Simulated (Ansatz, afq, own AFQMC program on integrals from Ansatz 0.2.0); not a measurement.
**Atomization energy of GeH$_{3}$, doublet**

```xyz
4

Ge    0.0000    0.0000   -0.0187
H     1.4650    0.0169    0.4526
H    -0.7483    1.2611    0.4484
H    -0.7191   -1.2778    0.4488
```

Atoms in their ground-state spins without spin–orbit coupling (mostly on UHF) minus the molecule (UHF), without zero-point energy. The geometry is a stationary point, not shown to be a minimum.

Basis cc-pVTZ. Noble-gas cores (and the filled d shells of Ga–Kr and In–Xe) are frozen. Ansatz 0.2.0 and our own AFQMC program on the same integrals; the CISD trial comes from CCSD amplitudes, and released means the phaseless constraint is let go. Uncertainties: one standard error, sampling alone. No spin–orbit coupling. The errors of all members are added in quadrature.

No full CI on the walks' own integrals is used here; CCSDT(Q) serves as the reference and is uncertain by about the last step of the cluster series. Each member takes its own surest rung, up to full CI.

The best estimate is CCSD(T) at the basis-set limit (CBS: def2-TZVPP and def2-QZVPP, with their diffuse functions for anions and beside diffuse sets, CCSD(T) itself extrapolated) plus the step from CCSD(T) to CCSDT(Q) in cc-pVTZ. Rows without CBS are in cc-pVTZ; B2PLYP and the wave-function rows carry a basis error of their own. Core correlation and relativity beyond core potentials are missing, and ± holds the sampling alone.

Cautions: inner d shell frozen; no relativity below Rb; no spin-orbit coupling.

```csv
level,atomization energy (eV)
CCSD,8.704
wB97M-V,8.867
B2PLYP,8.779
```

Question: From these cheaper values, estimate the atomization energy at the level of the best estimate.

Answer: 8.953 eV (best estimate, highest rung CCSDT(Q)).

| level | atomization energy (eV) | error against the best estimate (eV) |
| --- | --- | --- |
| HF | 6.743 | -2.210 |
| MP2 | 8.437 | -0.516 |
| CCSD(T) | 8.742 | -0.210 |
| CCSDT | 8.747 | -0.205 |
| CCSDT(Q) | 8.748 | -0.204 |
| ph-AFQMC/CISD | 8.748 ± 0.002 | -0.205 ± 0.002 |
| released AFQMC | 8.747 ± 0.003 | -0.206 ± 0.003 |
| HF/CBS | 6.769 | -2.184 |
| MP2/CBS | 8.650 | -0.303 |
| CCSD(T)/CBS | 8.947 | -0.006 |
| PBE | 8.696 | -0.257 |
| r2SCAN | 9.032 | 0.079 |
| PBE0 | 8.736 | -0.217 |
| B3LYP | 8.885 | -0.068 |

Correlation beyond CCSD(T) adds 0.006 eV. Going to the basis-set limit adds 0.205 eV at CCSD(T). The perturbative (T) step is worth +0.039 eV.

Best estimates are given only where the step beyond CCSD(T) is under 0.3 eV and no member's determinant is very poor (T1 over 0.05, or 0.07 for open shells, ⟨S²⟩ too high by 0.3, two states mixed), so the hardest cases are missing from such tables.

The functionals ran in a triple-zeta set and keep a basis error of their own, a few kJ/mol for each bond in atomization energies and more for double hybrids, so close places among them and the extrapolated levels can swap.

CCSDT and higher add their correlation energy to the determinant of the CCSD(T) run, since their own runs factorise the integrals more tightly (a shift of under 2 meV). Each member of a difference takes its own highest rung, so a best estimate needn't equal the limit plus the step of one row. A walk keeps the symmetry of its determinant, which the program's search chose and which needn't be the lowest solution, so a lower state of the same spin and another symmetry isn't excluded. Released energies are given only where the last usable release times agree within the noise; a slower fall can still hide under it.
